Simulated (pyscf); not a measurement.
H₃C–AlH₂ + H• → •H₂C–AlH₂ + H₂ (hydrogen abstraction; doublet surface; C–H broken, H–H formed). PySCF, gas phase, ωB97X-D3(BJ)/def2-SVP geometries. Energies in eV from the separated reactants.

```
level                   barrier  reaction energy
----------------------  -------  ---------------
ωB97X-D3(BJ)/def2-TZVP     0.41            -0.17
PBE/def2-TZVP              0.18            -0.12
r²SCAN/def2-TZVP           0.12            -0.32
PBE0-D3(BJ)/def2-TZVP      0.28            -0.12
M06-2X/def2-TZVP           0.45            -0.20
HF/def2-TZVP               0.85            -0.29
```

The functionals in the table span 0.33 eV in this barrier, from r²SCAN to M06-2X. •H₂C–AlH₂ lies 0.63 eV over its isomer [H₃C–AlH]• (electronic energy, ωB97M-D3(BJ)/def2-TZVP). One saddle was located; it need not be the lowest between these sides. The angle at the transferred H is 171°.
